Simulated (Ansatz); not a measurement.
Born–Oppenheimer molecular dynamics of CH₄AlF (7 atoms, charge 0, multiplicity 1). It starts from a relaxed structure.

These are results of RKS PBE-D4/def2-SVP (Ansatz 0.2.0), not measurements.

```yaml
ensemble: NVT, Langevin thermostat
time_step: 0.5 fs
steps_asked: 250
set_temperature: 300 K
friction: 0.005 /fs
temperature_schedule: 62 steps to 300 K, then 188 steps to 75 K
seed: 993424
```

First frame:

```xyz
7
Properties=species:S:1:pos:R:3
Al -0.040 -0.005 0.015
C 0.003 -0.012 1.966
H -0.968 -0.316 2.409
H 0.794 -0.686 2.356
H 0.235 1.006 2.347
F 1.427 -0.011 -0.814
H -1.339 0.024 -0.911
```

(1) How far do the bonds stretch over the last three quarters of this one trajectory? (Pairs bonded in most of those frames.)

Results:

(1) 
```tsv
bond	mean (Å)	spread (Å)	shortest	longest
Al1–C2	1.956	0.029	1.92	2.00
Al1–F6	1.684	0.018	1.65	1.72
Al1–H7	1.599	0.013	1.57	1.63
C2–H3	1.115	0.027	1.07	1.16
C2–H4	1.113	0.044	1.04	1.19
C2–H5	1.114	0.026	1.07	1.16
```

Mean temperature of the second half: 186 K. The schedule's set-point averaged 150 K over the second half and the system 186 K, so it lags behind the ramp. A run of 0.12 ps of so small a system gives no equilibrium averages.

Time of the run: 2.1 min on 1 thread of AMD EPYC 9R45 96-Core Processor (Zen 5), with other jobs on the host, peak memory 0.14 GiB.
